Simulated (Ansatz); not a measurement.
Relaxation of BFH4N (7 atoms, charge 0, multiplicity 2), to a largest force component of 0.03 eV/Å in at most 50 steps.

These are results of UKS PBE0/def2-mTZVP in Ansatz 0.2.0, not measurements.

```xyz
7
Properties=species:S:1:pos:R:3:forces:R:3
B -0.047 0.059 0.218 -0.10 0.22 0.15
F -0.469 0.937 1.130 -0.07 0.03 -0.51
H 1.107 0.095 -0.088 -0.03 -0.05 0.05
H -0.866 -0.641 -0.309 0.10 0.03 0.16
N 0.244 -0.467 3.062 0.00 0.05 0.37
H -0.699 -0.359 3.468 0.11 -0.09 -0.10
H 0.730 0.376 3.408 -0.01 -0.19 -0.12
```

Problem. Where does it end, and by what steps?

Solution. It converged. After 19 steps the energy has fallen by 1.729 eV; H6 moved furthest, 1.30 Å. Joined: B1–N5 (2.91 → 1.45 Å).

| step | energy less start (eV) | largest force component (eV/Å) | accepted |
| --- | --- | --- | --- |
| 0 | 0.0000 | 0.514 | yes |
| 1 | -0.0530 | 0.691 | yes |
| 2 | -0.0770 | 0.385 | yes |
| 3 | -0.1414 | 0.961 | yes |
| 4 | -0.2568 | 1.498 | yes |
| 5 | -0.4868 | 1.667 | yes |
| 6 | -0.7900 | 1.766 | yes |
| 7 | -0.6754 | 2.069 | no |
| 8 | -0.8630 | 1.047 | yes |
| 9 | -0.9035 | 0.595 | yes |
| 10 | -1.0103 | 0.894 | yes |
| 11 | -1.2054 | 1.239 | yes |
| 12 | -1.5145 | 0.935 | yes |
| 13 | -1.6570 | 1.003 | yes |
| 14 | -1.6820 | 0.503 | yes |
| 15 | -1.7178 | 0.199 | yes |
| 16 | -1.7232 | 0.206 | yes |
| 17 | -1.7285 | 0.058 | yes |
| 18 | -1.7287 | 0.057 | yes |
| 19 | -1.7288 | 0.005 | yes |

```xyz
7
Properties=species:S:1:pos:R:3
B -0.050 0.160 1.004
F -0.143 1.486 0.680
H 0.834 -0.483 0.371
H -0.948 -0.575 0.505
N 0.071 -0.123 2.419
H 0.147 -1.062 2.781
H 0.088 0.597 3.129
```

Whether the end is a true minimum wasn't checked by a vibrational analysis.

Run time: 53 s on 2 threads of Arm Neoverse N1 (shared host), peak memory 0.15 GiB.
